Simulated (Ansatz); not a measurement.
## Relaxing gadolinium (hcp)

Method: DFT, PBEsol, plane waves (420 eV) with PAW, scalar-relativistic in Ansatz. (PAW data from PBE, frozen cores regenerated.)

k-point mesh 10×10×6, Fermi-Dirac smearing 0.05 eV, starting moments 7.00, -7.00 μB. Cell and atoms relax.

Starting structure:

```
CELL_PARAMETERS angstrom
3.63600 0.00000 0.00000
-1.81800 3.14887 0.00000
0.00000 0.00000 5.78260
ATOMIC_POSITIONS crystal
Gd 0.33333 0.66667 0.25000
Gd 0.66667 0.33333 0.75000
```

Task: What cell does the relaxation end in?

Result: P6_3/mmc (spin ignored) with a = 3.541 Å, c = 5.649 Å (c/a = 1.595); 30.67 Å³ per atom against 33.10 at the start (-7.4 %).

Task: How much energy does the relaxation gain?

Result: 20.3 meV per atom.

Path of the relaxation (the plane waves are chosen anew near the end, which can shift the energy a little):

```tsv
step	E − E(final) (meV/atom)	V (Å³/atom)	P (GPa)	max force (eV/Å)
0	20.31	33.103	-2.51	0.000
1	0.12	31.030	-0.43	0.000
2	-0.45	30.634	0.04	0.000
3	-0.45	30.670	0.00	0.000
4	0.00	30.670	-0.01	0.000
```

Task: Which magnetic state does it end in?

Result: antiferromagnetic, largest moment 7.22 μB in the atomic sphere; moments 7.22, -7.22 μB.

Open f shells have many self-consistent states, so the state found may not be the lowest.
